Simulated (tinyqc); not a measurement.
Inside a calculation. Method: MP2 on RHF in the sto-3g basis, for BH3, spin multiplicity 1. One step of it, computed by the program tinyqc.

Problem. Orthogonalisation. S = U s U^T; symmetric (Loewdin) form X = U s^(-1/2) U^T, so that X^T S X = 1.

overlap S, order 1B 1s, 1B 2s, 1B 2px, 1B 2py, 1B 2pz, 2H 1s, 3H 1s, 4H 1s:
```
[[1.000000, 0.269328, 0.000000, 0.000000, 0.000000, 0.055676, 0.055689, 0.055689],
 [0.269328, 1.000000, 0.000000, 0.000000, 0.000000, 0.436347, 0.436398, 0.436398],
 [0.000000, 0.000000, 1.000000, 0.000000, 0.000000, 0.460772, -0.230424, -0.230424],
 [0.000000, 0.000000, 0.000000, 1.000000, 0.000000, 0.000000, 0.399062, -0.399062],
 [0.000000, 0.000000, 0.000000, 0.000000, 1.000000, -0.003997, -0.003998, -0.003998],
 [0.055676, 0.436347, 0.460772, 0.000000, -0.003997, 1.000000, 0.085646, 0.085646],
 [0.055689, 0.436398, -0.230424, 0.399062, -0.003998, 0.085646, 1.000000, 0.085673],
 [0.055689, 0.436398, -0.230424, -0.399062, -0.003998, 0.085646, 0.085673, 1.000000]]
```

Give: eigenvalues of S; X.

Solution.

eigenvalues of S: [0.297, 0.391, 0.391, 0.958, 1.000, 1.523, 1.523, 1.916]

X, order 1B 1s, 1B 2s, 1B 2px, 1B 2py, 1B 2pz, 2H 1s, 3H 1s, 4H 1s:
```
[[1.033, -0.176, 0.000, 0.000, 0.000, 0.027, 0.027, 0.027],
 [-0.176, 1.352, 0.000, 0.000, -0.003, -0.302, -0.302, -0.302],
 [0.000, 0.000, 1.175, 0.000, 0.000, -0.321, 0.161, 0.161],
 [0.000, 0.000, 0.000, 1.175, 0.000, 0.000, -0.278, 0.278],
 [0.000, -0.003, 0.000, 0.000, 1.000, 0.003, 0.003, 0.003],
 [0.027, -0.302, -0.321, 0.000, 0.003, 1.221, -0.013, -0.013],
 [0.027, -0.302, 0.161, -0.278, 0.003, -0.013, 1.221, -0.013],
 [0.027, -0.302, 0.161, 0.278, 0.003, -0.013, -0.013, 1.221]]
```
